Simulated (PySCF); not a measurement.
Working with the constants of F₂⁻

UHF-CCSD(T) constants of F₂⁻, doublet, unpaired electrons σ ↑ (PySCF, no relativity, basis sets F def2-TZVPPD; masses 18.9984 and 18.9984 u):

```
ωe              : 431.9 cm⁻¹
ωexe            : 5.77 cm⁻¹
Be              : 0.47343 cm⁻¹
αe              : 0.00821 cm⁻¹
D (centrifugal) : 2.28e-06 cm⁻¹
De to F + F⁻    : 1.16 eV
```

(1) Give the vibrational terms G(v) and spacings up to v = 6.

(2) How well does the Morse estimate ωe²/(4ωexe) reproduce De, and what is D0?

Correlated steps freeze 2 core orbitals. The state is the lowest determinant that a PBE0 search found; another state may lie lower at other levels.

Results:

(1) G(v) = ωe(v+½) − ωexe(v+½)².

| v | G(v) (cm⁻¹) | G(v) − G(v−1) | Bv (cm⁻¹) |
| --- | --- | --- | --- |
| 0 | 215 |  | 0.4693 |
| 1 | 635 | 420 | 0.4611 |
| 2 | 1044 | 409 | 0.4529 |
| 3 | 1441 | 397 | 0.4447 |
| 4 | 1827 | 386 | 0.4365 |
| 5 | 2201 | 374 | 0.4283 |
| 6 | 2564 | 363 | 0.4201 |

(2) It gives 1.00 eV, 86 % of the computed De. D0 = De − G(0) = 1.16 − 0.03 = 1.13 eV.
